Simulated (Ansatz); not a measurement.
System: diamond. Method: r²SCAN (PAW; Ansatz, a first-principles code).

A relaxed, unreconstructed slab of the (100) face has 16 atoms, two equal faces of 6.338 Å² each and an energy of -4017.7425 eV. A bulk cell of 4 atoms with the same orientation and in-plane k mesh has -1006.2230 eV. Energies are extrapolated to zero smearing.

Run with plane-wave cutoff 500 eV, 10×10×1 k mesh (along the axes of the cell as run), gaussian smearing 0.02 eV, scalar-relativistic PAW data made under PBE.

Worked out: γ = (E_slab − N E_bulk per atom)/2A = [-4017.7425 − 16 × (-1006.2230/4)]/(2 × 6.338) = 0.5640 eV/Å². With 16.022 J/m² per eV/Å² this is 9.04 J/m², or 3.57 eV per surface cell and face.
